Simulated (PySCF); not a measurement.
A geometry optimisation on `O=C(Cl)C1CC1`.

Computed with PBE0-D3(BJ)/def2-SVP geometry optimisation, gas phase (PySCF 2.14.0). Start geometry: GFN2-xTB. A driver script takes a list of jobs; this job's settings line and coordinates (Å) are shown.

Command:
```bash
OMP_NUM_THREADS=1 python probes_run.py task.json out
```

Input:
```
{"job": {"xc": "PBE0", "basis": "def2-SVP", "d3": "d3bj", "grid": 1, "kind": "geom"}, "charge": 0, "multiplicity": 1}
O      1.962103    -1.644635     0.797232
C      1.315028    -0.859593     0.184790
Cl     1.984072    -0.183746    -1.319880
C     -0.013093    -0.352799     0.517274
C     -0.408764     1.074397     0.204666
C     -1.023658    -0.033390    -0.563133
H     -0.382180    -0.787073     1.438854
H      0.325631     1.691940    -0.288091
H     -0.994712     1.587414     0.951202
H     -2.047227    -0.310392    -0.363798
H     -0.711776    -0.179453    -1.585081
```

Output:
```
step   0  E = -690.12007092  max force = 0.010568
step   1  E = -690.12124262  max force = 0.001713
step   2  E = -690.12126236  max force = 0.001199
step   3  E = -690.12126113  max force = 0.000758
step   4  E = -690.12126777  max force = 0.000228
optimisation converged
```

Energies in Eh; «max force» is the largest Cartesian gradient component in Eh/bohr.

Q: Give the first gradient maximum in eV/Å.

A: With 1 Eh/bohr = 51.422 eV/Å, 0.543 eV/Å.

Q: How much energy does the optimisation release, in kJ/mol?

A: E(step 0) − E(last step) = 0.001197 Eh, which is 3.1 kJ/mol.

Summary of the converged run: final energy -690.12127 Eh after 4 steps; dipole 3.21 D.

Q: Give the final coordinates.

A: 0.019 Å rms from the input after alignment:
```
atom  x, y, z in Å
O1     2.2400   -0.4765    0.1631
C2     1.5993    0.2798   -0.4829
Cl3    2.2790    0.9487   -2.0202
C4     0.2440    0.7705   -0.1696
C5    -0.1809    2.1853   -0.4946
C6    -0.7692    1.0576   -1.2547
H7    -0.1178    0.3310    0.7632
H8     0.5551    2.8117   -1.0032
H9    -0.7813    2.6903    0.2655
H10   -1.7953    0.7477   -1.0441
H11   -0.4378    0.9107   -2.2850
```

On one thread of an Intel Xeon Platinum 8259CL at 2.50 GHz, no GPU, on a shared host, this took 44 s wall and 0.48 GiB of memory at its peak.
Labels such as C1 count atoms from 1, the log's own numbers from 0.
